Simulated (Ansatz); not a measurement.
Consider the hydrogenolysis of a C–C bond: `CC1(C)C=C1F` + H₂ → `CC1C=C1F` + CH₄.

Gas-phase electronic energies from Ansatz, PBE0-D4/def2-TZVP geometries. CCSD(T)/CBS adds triple-zeta CCSD(T) − MP2 to the extrapolated MP2 energy (def2 sets, frozen cores). This one scheme is used for every species. Functionals use def2-TZVPP.

```tsv
level	ΔE (eV)
r2SCAN	-0.63
PBE0	-0.67
```

(1) What does CCSD(T)/CBS give? (An estimate is asked.)

Largest T1 diagnostic among the species: 0.011.

Answers

(1) Computed: -0.58 eV. The listed levels differ from it by -0.05, -0.09 eV.

The D4 term adds +0.11 eV with B3LYP and +0.06 eV with PBE0; it sums over pairs of atoms, weighted by their polarisabilities, and B3LYP, whose exchange is more repulsive, gets the larger term. In def2-TZVPP, CCSD(T) changes the Hartree–Fock value by +0.25 eV (the triples alone add +0.05 eV) and MP2 by +0.30 eV.

B3LYP here is the variant with VWN-RPA as its local correlation; programs differ in this.
